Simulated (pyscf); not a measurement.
Single points on ωB97X-D3(BJ)/def2-SVP structures (PySCF, gas phase).

For H₃C–C(CH₃)(OH)–Ag → H₃C–C(=O)–CH₂–Ag + hydrogen (H₂), a multi-bond step (singlet surface; Ag–C, H–O, C–H broken, Ag–C, H–H formed), PBE/def2-TZVP gives ΔE‡ = 53.7 kcal/mol and ΔE = +8.8 kcal/mol (zero: the reactant's lowest minimum found). In which direction and how far do r²SCAN/def2-TZVP, PBE0-D3(BJ)/def2-TZVP, ωB97M-D3(BJ)/def2-TZVP move these?

r²SCAN: ΔE‡ = 56.7 kcal/mol, ΔE = +9.4 kcal/mol; PBE0-D3(BJ): ΔE‡ = 60.2 kcal/mol, ΔE = +11.1 kcal/mol; ωB97M-D3(BJ): ΔE‡ = 63.4 kcal/mol, ΔE = +7.9 kcal/mol. PBE's barrier lies under all of them, by 3.1 to 9.8 kcal/mol. Its reaction energy lies among theirs. Low barriers are usual for a GGA, whose delocalisation error favours stretched bonds. The products may also form a dative adduct at H₃C–C(=O)–CH₂–Ag; it and routes through it were not searched. From the product side, •H₂C–C(CH₃)=O + Ag• + H₂ lies, by one bond made or cut, 13.2 kcal/mol under this saddle at ωB97M-D3(BJ). H₃C–C(CH₃)(OH)–Ag lies 5.7 kcal/mol over its isomer H₃C–CH(CH₃)–O–Ag (electronic energy, ωB97M-D3(BJ)). This is the saddle that the search found; another between the same sides may lie lower. Elements past Kr carry the def2 core potentials, without spin-orbit coupling.
